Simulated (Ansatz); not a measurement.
Zinc-blende HgTe was calculated with LDA (plane waves, PAW; Ansatz, an electronic-structure program).

Numerical settings: plane-wave cutoff 520 eV, 20×20×20 k mesh, Fermi–Dirac smearing 0.05 eV, perturbation theory, scalar-relativistic PAW data made under PBE.

The cell has the measured lattice: a = 6.453 Å, b = 6.453 Å, c = 6.453 Å, α = 90.00°, β = 90.00°, γ = 90.00°.

What does this level give for the zone-centre TO phonon frequency?


* **zone-centre TO phonon frequency**: 113 cm⁻¹

Measured, for comparison: zone-centre TO phonon frequency 116 cm⁻¹ (temperature not stated, no zero-point or thermal correction, Raman; as tabulated in Cardona et al. (2009), arXiv:0908.2634). Computed (rounded) less measured: zone-centre TO phonon frequency -3 %.

Note: the solid has no gap at this level, which affects its response; the cell isn't this level's own, so it is under some stress, which shifts stiffness and frequencies.

Spin–orbit coupling is not included; it can shift volumes and moduli of such heavy elements.

Computing time: very roughly 24 core-minutes.
